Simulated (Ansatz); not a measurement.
Li2H3. The state is a doublet with charge 0. Geometry PBE0-D4/def2-TZVP, basis def2-TZVP, Ansatz.

```xyz
5

Li    0.116    0.520    1.081
Li   -0.416   -0.016   -1.130
H     0.925   -0.678   -0.058
H    -0.790    1.286   -0.122
H     0.166   -1.112    0.230
```

```json
{"run": "A", "HOMO (eV)": "-2.63", "LUMO (eV)": "-1.50"}
{"run": "B", "HOMO (eV)": "-3.33", "LUMO (eV)": "-0.86"}
{"run": "C", "HOMO (eV)": "-2.79", "LUMO (eV)": "-0.89"}
{"run": "D", "HOMO (eV)": "-4.26", "LUMO (eV)": "-0.21"}
{"run": "E", "HOMO (eV)": "-2.96", "LUMO (eV)": "-1.18"}
```

HSE06 is defined as in plane-wave codes, on full-range PBE exchange. In the doublet, H3 and H5 lie 0.92 Å apart (atoms count from 1), so these atoms are partly bonded to each other. Another isomer (doublet) lies 0.42 eV lower at PBE0-D4/def2-TZVP; other spin states weren't run for this one.

HOMO and LUMO are taken over both spins.

**Question.** The runs used CAM-B3LYP, HSE06, PBE, PBE0, r2SCAN. Estimate which is which.

**Answer.** A PBE (0 % exact exchange); B PBE0 (25 % exact exchange); C r2SCAN (0 % exact exchange); D CAM-B3LYP (range-separated); E HSE06 (range-separated). Exact exchange lowers occupied and raises empty levels; among semilocal functionals meta-GGAs tend to open the gap a little, and such runs are hard to tell apart. The gap grows from 1.13 eV (PBE) to 4.06 eV (CAM-B3LYP).
